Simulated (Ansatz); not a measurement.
**CH₅B (triplet): the correlation ladder at distance B1–H4 along a hydrogen transfer = 1.866 Å, cc-pVDZ**

How much of the correlation energy of CH₅B (triplet) does each wave-function method recover here?

Method: cc-pVDZ, core rule «outside noble gas», up to 2 orbitals frozen; program: Ansatz 0.2.0, Gaussian basis.

Plan: UHF; CCSD(T) on ROHF; CCSD(T) on UHF; BCCD(T) on ROHF; CISD; CCSDT(Q) on ROHF; CCSDT(Q) on UHF; CASSCF and NEVPT2, 4 electrons in 4 orbitals.

7 further runs of the same task are left out: 6 that didn't finish, 1 set aside as unsound or not needed.

### 1 The geometry

The geometry derives from fragments relaxed apart (PBE0/def2-TZVP) and kept rigid, so it is no stationary point. A hydrogen atom is moved between rigid fragments.

7 atoms, charge 0, spin multiplicity 3.

Atoms are counted from 1 here; the program's logs count them from 0.

Bond lengths: B1–H2 1.193 Å, B1–H3 1.193 Å, H4–C5 1.090 Å, C5–H6 1.079 Å, C5–H7 1.079 Å. Angles: H2–B1–H3 120.0°, H4–C5–H6 112.6°, H4–C5–H7 112.6°, H6–C5–H7 134.8°.

### 2 UHF

Contents of in.yaml:

```yaml
crystal:
  periodic: [false, false, false]
  atoms:
    - {symbol: B, position_ang: [-1.542491, 0.000000, 0.000000]}
    - {symbol: H, position_ang: [-2.139224, 1.033571, 0.000000]}
    - {symbol: H, position_ang: [-2.139224, -1.033571, 0.000000]}
    - {symbol: H, position_ang: [0.323509, 0.000000, 0.000000]}
    - {symbol: C, position_ang: [1.413509, 0.000000, 0.000000]}
    - {symbol: H, position_ang: [1.827977, 0.000000, 0.996161]}
    - {symbol: H, position_ang: [1.827977, 0.000000, -0.996161]}
basis:
  gaussian: {orbitals: cc-pVDZ}
magnetization: {spin_polarized: true, initial_magnetization: 2}
hamiltonian: {xc: hf}
output: {orbitals: {seedname: orbitals}}
```

Started as:

```sh
ansatz run in.yaml --threads 1 --pin off --events-out ev --progress --plain --max-ram 2393MiB
```

The runs that follow: CCSD(T) on ROHF; CCSD(T) on UHF; BCCD(T) on ROHF; CISD; CCSDT(Q) on ROHF; CCSDT(Q) on UHF; CASSCF and NEVPT2, 4 electrons in 4 orbitals.

**Question.** What will the summary of the whole plan be? Wanted: UCCSDT(Q) below the RHF energy; RMP2 from UCCSDT(Q); UMP2 from UCCSDT(Q); RCCSD from UCCSDT(Q); RCCSD(T) from UCCSDT(Q); UCCSD(T) from UCCSDT(Q); RCCSDT(Q) from UCCSDT(Q); T1 diagnostic.

**Answer**, as computed:

| quantity | value |
| --- | --- |
| UCCSDT(Q) below the RHF energy | -6.9293 eV |
| RMP2 from UCCSDT(Q) | +126.8 kJ/mol |
| UMP2 from UCCSDT(Q) | +126.8 kJ/mol |
| RCCSD from UCCSDT(Q) | +14.6 kJ/mol |
| RCCSD(T) from UCCSDT(Q) | +2.8 kJ/mol |
| UCCSD(T) from UCCSDT(Q) | +2.8 kJ/mol |
| RCCSDT(Q) from UCCSDT(Q) | +0.1 kJ/mol |
| levels within 1 kcal/mol (43 meV) | RCCSD(T), UCCSD(T), BCCD(T), RCCSDT, UCCSDT, RCCSDT(Q) |
| T1 diagnostic | 0.017 |

In words: RCCSD(T) misses by +2.8 kJ/mol, 0.4 % of the correlation energy. These misses are within one basis, not against nature; the frozen cores of restricted and unrestricted runs differ, which can shift their rows.
